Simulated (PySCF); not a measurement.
Which determinant of NaB lies lowest?

Unrestricted PBE0; PySCF, no relativity, basis sets Na cc-pVDZ, B cc-pVDZ. Outer shells of the fragments: Na 3s1; B 2s2 2p1.

Followed along the bond (rough minima from three points):

```json
{"2Ms+1": "3", "unpaired": "σ ↑, π ↑", "⟨S²⟩ at the start": "2.00", "R at minimum (Å)": "2.51", "Te (eV)": "0.00"}
{"2Ms+1": "1", "unpaired": "σ ↓, π ↑", "⟨S²⟩ at the start": "1.01", "R at minimum (Å)": "2.55", "Te (eV)": "0.24"}
{"2Ms+1": "1", "unpaired": "none", "⟨S²⟩ at the start": "0.10", "R at minimum (Å)": "2.76", "Te (eV)": "0.37"}
{"2Ms+1": "3", "unpaired": "π ↑↑", "⟨S²⟩ at the start": "2.01", "R at minimum (Å)": "2.28", "Te (eV)": "0.62"}
{"2Ms+1": "1", "unpaired": "π ↑↓", "⟨S²⟩ at the start": "1.01", "R at minimum (Å)": "2.29", "Te (eV)": "0.86"}
```

Solutions found at the starting distance of 2.390 Å, counted from the lowest of them; the search is not exhaustive and high or unbound solutions are not listed, so other states can lie among these:

```csv
2Ms+1,unpaired,term,E (eV),⟨S²⟩,⟨Lz²⟩,μ (D)
3,"σ ↑, π ↑",³Π,0.00,2.00,1.00,-5.63
1,"σ ↓, π ↑",mixed,0.25,1.01,1.00,-5.27
1,none,¹Σ⁺,0.53,0.10,0.00,-3.39
3,π ↑↑,³Σ⁻,0.63,2.01,0.00,-7.33
1,π ↑↓,mixed,0.86,1.01,2.01,-7.14
3,σ ↑↑,³Σ⁺,1.47,2.00,0.00,4.14
1,none,mixed,1.72,0.00,2.00,-6.16
3,π ↑↑,mixed,3.31,2.01,2.01,2.10
```

A term symbol is given only where ⟨S²⟩ and ⟨Lz²⟩ are close to those of a pure state; real π, δ and φ orbitals otherwise mix terms. A positive dipole means Na(−)B(+).

Counting both spins, an empty level lies below a filled one in some of these solutions, because spin and occupation are held.
